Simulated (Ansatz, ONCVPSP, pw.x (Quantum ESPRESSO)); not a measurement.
**pw.x on bcc W: one setting changed**

Potential: optimised norm-conserving Vanderbilt (ONCV), ONCVPSP 4.0.1.1 (patched build), PBEsol; core [Kr] 4d10 4f14, reference 5s2 5p6 5d4 6s2; waves: 5s+6s: rc 1.90 bohr, ncon 4, nbas 8, qcut 5.1 1/bohr, 2 projectors; 5p: rc 2.05 bohr, ncon 4, nbas 7, qcut 6.3 1/bohr, 2 projectors, debl 3.6 Ha; 5d: rc 1.90 bohr, ncon 3, nbas 8, qcut 7.4 1/bohr, local; local part: the d channel; core correction: none.

The reference run (k-mesh 15³, cutoffs 50/200 Ry, Fermi–Dirac 0.01 Ry, mixing_beta 0.4, conv_thr 1e-9, no spin) gives -3.82 GPa at 15.687 Å³/atom, where all-electron LAPW gives 0.22 GPa. This run, with its own iteration cap, changes mixing_ndim to 4.

```
&control
  calculation='scf', prefix='x', pseudo_dir='./', outdir='./tmp', tstress=.true., disk_io='none'
/
&system
  ibrav=0, nat=1, ntyp=1, ecutwfc=50, ecutrho=200, nbnd=15,
  occupations='smearing', smearing='fd', degauss=0.01
/
&electrons
  conv_thr=1e-09, mixing_beta=0.4, electron_maxstep=70, mixing_ndim=4
/
ATOMIC_SPECIES
W 1.0 W.UPF
CELL_PARAMETERS angstrom
  -1.57698163 1.57698163 1.57698163
  1.57698163 -1.57698163 1.57698163
  1.57698163 1.57698163 -1.57698163
ATOMIC_POSITIONS crystal
W 0.0000 0.0000 0.0000
K_POINTS automatic
15 15 15 0 0 0
```

```bash
pw.x < W.scf.in > W.scf.out
```

Task: How does the run end?

Result: It converges in 7 iterations; the free energy moves by +0.0 meV/atom and the pressure by +0.01 GPa. The result is that of the reference run.

```
Message from routine setup:
     using ibrav=0 with symmetry is DISCOURAGED, use correct ibrav instead
     lattice parameter (alat)  =       5.1616  a.u.
     unit-cell volume          =     105.8611 (a.u.)^3
     number of electrons       =        14.00
     number of Kohn-Sham states=           15
     kinetic-energy cutoff     =      50.0000  Ry
     charge density cutoff     =     200.0000  Ry
     scf convergence threshold =      1.0E-09
     Exchange-correlation= PBESOL
     number of k points=   120  Fermi-Dirac smearing, width (Ry)=  0.0100
     iteration #  1     ecut=    50.00 Ry     beta= 0.40
     total energy              =    -138.21067282 Ry
     estimated scf accuracy    <       0.04027169 Ry
     iteration #  2     ecut=    50.00 Ry     beta= 0.40
     total energy              =    -138.21099122 Ry
     estimated scf accuracy    <       0.00623456 Ry
     iteration #  3     ecut=    50.00 Ry     beta= 0.40
     total energy              =    -138.21173203 Ry
     estimated scf accuracy    <       0.00038560 Ry
     iteration #  4     ecut=    50.00 Ry     beta= 0.40
     total energy              =    -138.21174726 Ry
     estimated scf accuracy    <       0.00000669 Ry
     iteration #  5     ecut=    50.00 Ry     beta= 0.40
     total energy              =    -138.21174858 Ry
     estimated scf accuracy    <       0.00000026 Ry
     iteration #  6     ecut=    50.00 Ry     beta= 0.40
     total energy              =    -138.21174861 Ry
     estimated scf accuracy    <          7.2E-09 Ry
     iteration #  7     ecut=    50.00 Ry     beta= 0.40
     the Fermi energy is    22.2901 ev
!    total energy              =    -138.21174861 Ry
     estimated scf accuracy    <          6.3E-10 Ry
     smearing contrib. (-TS)   =      -0.00216800 Ry
     The total energy is F=E-TS. E is the sum of the following terms:
     one-electron contribution =     -20.24622310 Ry
     hartree contribution      =      16.97972336 Ry
     xc contribution           =     -15.26613701 Ry
     ewald contribution        =    -119.67694386 Ry
     convergence has been achieved in   7 iterations
          total   stress  (Ry/bohr**3)                   (kbar)     P=      -38.06
     Message from routine punch:
     Nothing written, as per user request (disk_io='none')
```

The run took about 6.3 s on one core of a shared host (Intel(R) Xeon(R) 6975P-C, 192 threads, 756 GiB, load 107).
